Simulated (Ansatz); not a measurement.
`C=CC(=C)CF` + H₂O → `C=CC(=C)O` + `CF`  (formal hydrolysis of a C–C bond)

Isolated molecules relaxed with PBE0-D4/def2-TZVP in Ansatz; ΔE leaves out vibrations. CBS: MP2 limit from def2 TZ/QZ plus the TZ coupled-cluster correction, frozen cores. This one scheme is used for every species. Functionals use def2-TZVPP. B3LYP here is the variant with VWN-RPA as its local correlation; programs differ in this. Each species was taken in one conformer, which may not be the lowest.

```tsv
level	ΔE (kJ/mol)	difference from CCSD(T)/CBS
r2SCAN-D4	22.3	-13.9
B3LYP-D4	22.8	-13.4
ωB97X-V	24.7	-11.5
B2PLYP	23.9	-12.3
r2SCAN	21.1	-15.1
MP2/def2-TZVPP	36.5	0.3
SCS-MP2/def2-TZVPP	31.8	-4.4
CCSD(T)/def2-TZVPP	32.6	-3.6
MP2/def2-QZVPP	38.7	2.5
CCSD/CBS(def2)	35.5	-0.7
CCSD(T)/CBS	36.2	0
```

Largest T1 diagnostic among the species: 0.012.

The D4 term adds +5.8 kJ/mol with B3LYP and +3.3 kJ/mol with PBE0; it sums over pairs of atoms, weighted by their polarisabilities, and B3LYP, whose exchange is more repulsive, gets the larger term. From PBE to PBE0 (25 % exact exchange), in def2-TZVPP and without D4, ΔE moves by +4.1 kJ/mol.
